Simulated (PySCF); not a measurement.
Isomers of C4H5FO. Method: TDDFT CAM-B3LYP/def2-SVPD, vertical, gas phase, core orbitals frozen in the response in PySCF. Geometries: GFN2-xTB; one conformer of each isolated species. Triplets are in the Tamm–Dancoff approximation.

A. `C=C(C)C(=O)F`
B. `CO[C@@H]1C=C1F`
C. `C=CCC(=O)F`
D. `FC1=COCC1`

Lowest singlet levels (six at most, fewer where fewer were computed) with oscillator strengths:

1. 6.72 eV (f 0.004); 7.04 eV (f 0.030); 7.38 eV (f 0.034); 7.47 eV (f 0.014); 7.55 eV (f 0.049); 8.12 eV (f 0.007); T1 4.79 eV
2. 5.86 eV (f 0.006); 6.23 eV (f 0.146); 6.24 eV (f 0.003); 6.90 eV (f 0.003); 7.07 eV (f 0.000); 7.52 eV (f 0.018); T1 3.97 eV
3. 5.36 eV (f 0.000); 6.22 eV (f 0.336); 7.50 eV (f 0.000); 7.88 eV (f 0.002); 7.90 eV (f 0.010); 8.29 eV (f 0.072); T1 3.70 eV
4. 6.14 eV (f 0.001); 7.10 eV (f 0.003); 7.63 eV (f 0.120); 7.73 eV (f 0.347); 8.32 eV (f 0.002); 8.42 eV (f 0.003); T1 4.51 eV

Problem. Match each spectrum to its molecule.

Solution. 1 = B, 2 = D, 3 = A, 4 = C.
- A: S1 at 5.36 eV, HOMO-1→LUMO (93%); Löwdin shares by element: HOMO carbon 76% or more, oxygen 6% (atoms not listed hold the other 18%); LUMO carbon 65% or more, oxygen 19% (atoms not listed hold the other 16%); HOMO -9.82 and LUMO -0.87 eV; point group Cs, 2 of its 6 listed states under f = 0.0005.
- B: S1 at 6.72 eV, HOMO→LUMO (56%), HOMO→LUMO+1 (23%); Löwdin shares by element: HOMO oxygen 50%, carbon 31% or more (atoms not listed hold the other 20%); LUMO carbon 67% or more, hydrogen 9% or more (atoms not listed hold the other 24%); HOMO -9.12 and LUMO 1.24 eV.
- C: S1 at 6.14 eV, HOMO-1→LUMO (90%); Löwdin shares by element: HOMO carbon 83% or more (atoms not listed hold the other 17%); LUMO carbon 49% or more, oxygen 32%, fluorine 9%; HOMO -9.53 and LUMO 0.55 eV.
- D: S1 at 5.86 eV, HOMO→LUMO (91%); Löwdin shares by element: HOMO carbon 47% or more, oxygen 28%, fluorine 10% (atoms not listed hold the other 16%); LUMO carbon 56% (atoms not listed hold the other 44%); HOMO -7.56 and LUMO 1.30 eV; point group Cs, 1 of its 6 listed states under f = 0.0005.
